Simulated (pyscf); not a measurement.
## Four-centre exchange: HO–BH–OH (SMILES OBO) + H₂C=CH₂ (SMILES C=C) -> H₂C=CH–B(OH)–OH (SMILES C=CB(O)O) + H₂ (SMILES [H][H])

Gas phase, singlet surface, charge 0. Bonds broken: B2–H5, C7–H9. Bonds formed: B2–C7, H5–H9. Structures and frequencies: ωB97X-D3(BJ)/def2-SVP in PySCF.

Transition state (Å):

```xyz
12

O     -1.3363     0.0240     0.8081
B     -0.1735    -0.3140     0.0703
O     -0.1318    -0.4663    -1.3334
H     -1.8975    -0.7391     0.9694
H      0.3785    -1.4109     0.6647
H     -0.7736    -1.1155    -1.6346
C      1.0548     0.8825     0.4191
C      0.8329     1.7722     1.3915
H      0.9484    -0.4587     0.7655
H      1.8199     1.0356    -0.3499
H      1.3937     2.7113     1.4624
H      0.0454     1.5940     2.1321
```

One imaginary mode, 1318i cm⁻¹; descent along it reached the two sides named.

```tsv
bond	change	reactant side (Å)	saddle	product side
B2–H5	breaks	1.217	1.364	3.6
C7–H9	breaks	1.097	1.389	3.0
B2–C7	forms	3.9	1.750	1.568
H5–H9	forms	2.593	1.114	0.760
```

Electronic energies relative to the separated reactants (kJ/mol):

```
level                   barrier  reaction energy  reverse barrier
----------------------  -------  ---------------  ---------------
ωB97X-D3(BJ)/def2-TZVP    241.9             +6.4            235.6
PBE/def2-TZVP             211.4             +8.1            203.4
r²SCAN/def2-TZVP          218.2             +3.4            214.8
B3LYP-D3(BJ)/def2-TZVP    243.0             +8.1            234.9
PBE0-D3(BJ)/def2-TZVP     218.2             +6.1            212.1
M06-2X/def2-TZVP          242.0             +5.5            236.5
ωB97M-D3(BJ)/def2-TZVP    242.2             +8.9            233.3
HF/def2-TZVP              337.3            +28.0            309.3
```

With ωB97M-D3(BJ)/def2-TZVP energies and thermal terms (ideal gas, 1 atm, RRHO with modes under 100 cm⁻¹ raised to 100, one conformer, R ln 2 for chiral ones without a mode under 150 cm⁻¹), in kJ/mol:

```csv
T (K),ΔH‡,ΔG‡,ΔH,ΔG
298,233.3,277.7,-5.1,+4.5
600,235.9,321.8,+1.5,+11.6
900,239.6,364.0,+6.3,+15.5
1200,243.5,404.8,+9.7,+18.1
```

At the saddle there is also a short B–H contact that neither side keeps. The same reactants have a lower exit, to H₃C–CH₂–B(OH)–OH (barrier +150.8 kJ/mol at ωB97M-D3(BJ)/def2-TZVP, against +242.2 kJ/mol here). One saddle was located; it need not be the lowest between these sides.
